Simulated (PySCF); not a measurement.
## EPR parameters of C5H7

C5H7 (doublet state).
Geometry (GFN2-xTB, Å), atoms numbered from 1 in this order:
```
atom  x, y, z in Å
C1     2.6073    0.5316    0.0249
C2     1.2508    0.0451    0.0917
C3     0.1097   -0.3822    0.1572
C4    -1.1634   -0.8515    0.2261
C5    -2.3550   -0.0155   -0.0741
H6     2.6450    1.4755   -0.5202
H7     3.0020    0.6938    1.0309
H8     3.2451   -0.1957   -0.4814
H9    -1.3251   -1.8800    0.5135
H10   -3.0202    0.0329    0.7921
H11   -2.9333   -0.4496   -0.8940
H12   -2.0616    0.9948   -0.3487
```

Identity: `CC#C[CH]C` [radical].

Level of theory: UKS B3LYP, pcH-1 on C H, non-relativistic, mean-field spin-orbit, GIAO (PySCF). Isolated species at its GFN2-xTB geometry, gas phase. A GFN2-xTB geometry isn't a minimum of the functional, and hyperfine couplings can be far from their values at a DFT geometry. No stability test was run, so a lower SCF solution isn't excluded.

```
g1, g2, g3        : 2.00218, 2.00287, 2.00313
g_iso             : 2.00272
Form of g         : rhombic: the two nearest values differ by 28 % of g3 − g1
⟨S²⟩              : 0.7675 (exact 0.7500)
α and β electrons : 19, 18
Basis functions   : 195
```

Hyperfine couplings atom by atom, in G; T1 to T3 are the principal values of the dipolar part (MHz turned into gauss with g_iso; 10 G = 1 mT):

| atom | isotope | a_iso | T1 | T2 | T3 | Mulliken spin population |
| --- | --- | --- | --- | --- | --- | --- |
| C1 | 13C | -7.0 | -0.4 | 0.2 | 0.2 | -0.05 |
| C2 | 13C | 15.7 | -15.9 | -12.0 | 27.9 | 0.52 |
| C3 | 13C | -23.2 | -7.1 | -0.6 | 7.7 | -0.25 |
| C4 | 13C | 23.4 | -21.9 | -21.5 | 43.4 | 0.76 |
| C5 | 13C | -9.9 | -0.6 | 0.2 | 0.4 | -0.06 |
| H6 | 1H | 4.0 | -1.0 | -0.8 | 1.8 | 0.00 |
| H7 | 1H | 26.9 | -1.1 | -0.7 | 1.8 | 0.03 |
| H8 | 1H | 15.3 | -1.0 | -0.8 | 1.8 | 0.02 |
| H9 | 1H | -18.3 | -10.0 | -0.3 | 10.3 | -0.03 |
| H10 | 1H | 29.6 | -1.4 | -1.0 | 2.4 | 0.03 |
| H11 | 1H | 29.6 | -1.4 | -1.0 | 2.4 | 0.03 |
| H12 | 1H | 0.8 | -1.0 | -1.0 | 2.0 | 0.00 |

The Mulliken spin populations are largest on C4 (+0.76), C2 (+0.52), C3 (-0.25) and C5 (-0.06). The positive populations add up to 1.39 and the negative ones to -0.39, together 2S = 1. The angles at C4 add up to 360.0°, so it is planar; its axial dipolar tensor and the negative coupling of its proton fit spin in a p orbital normal to that plane.

Axes: g2 points within 15° of the C4–C5 bond.

Under fast tumbling the dipolar parts average out, and these isotropic splittings remain: 3 × 1H (H10/H11/H12, I = 1/2, 4 lines) with 2.00 mT, 1 × 1H (H9, I = 1/2, 2 lines) with 1.83 mT and 3 × 1H (H6/H7/H8, I = 1/2, 4 lines) with 1.54 mT.

Means are taken over nuclei equivalent by connectivity, which assumes that they swap fast. The three 1H nuclei of mean +56.1 MHz run from 2.2 to 83.1 MHz in the frozen geometry. The three 1H nuclei of mean +43.3 MHz run from 11.3 to 75.5 MHz in the frozen geometry.

The 13C coupling of C4 (65.6 MHz) shows only in satellite lines or after enrichment, since that isotope makes up about 1.07 % of natural carbon.

Examples of negative spin density at the nucleus (bohr⁻³): C3 (-0.0580), C5 (-0.0248) and C1 (-0.0174).
